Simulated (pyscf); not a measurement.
A first-order saddle from PySCF, ωB97X-D3(BJ)/def2-SVP:

```xyz
9

Zr    -0.7616    -0.2519    -0.5109
Cl     0.1477     1.8675     0.8847
O      0.6660    -0.5069    -1.7778
O     -2.4078     0.4693    -1.2024
O     -0.9035    -1.5476     0.9070
H      1.3059    -0.7021    -2.4610
H     -3.2538     0.7166    -1.5733
H     -0.9986    -2.2653     1.5317
H      0.6165     2.9973     1.6625
```
Charge 0, spin multiplicity 2.

Surface: doublet, charge 0. Lowest wavenumbers (cm⁻¹): 728i, 38, 46, 128, 163.

Q: Which two sides does it connect, and which bonds change?

A: `[OH][Zr]([OH])([OH])[Cl]` + `[H]` [doublet] ⇌ `[OH][Zr]([OH])[OH]` [doublet] + `[ClH]`, an atom transfer read from left to right: Cl–Zr broken and Cl–H formed. At ωB97M-D3(BJ)/def2-TZVP it lies +99.2 kJ/mol from the left side and +46.3 kJ/mol from the right (each side as separated species at their lowest minima found). This is the saddle that the search found; another between the same sides may lie lower. The angle at the transferred Cl is 179°. Open-shell species with a d-block atom are single-reference here; other states, and whether the spin sits on metal or ligand, were not checked. Elements past Kr carry the def2 core potentials, without spin-orbit coupling.
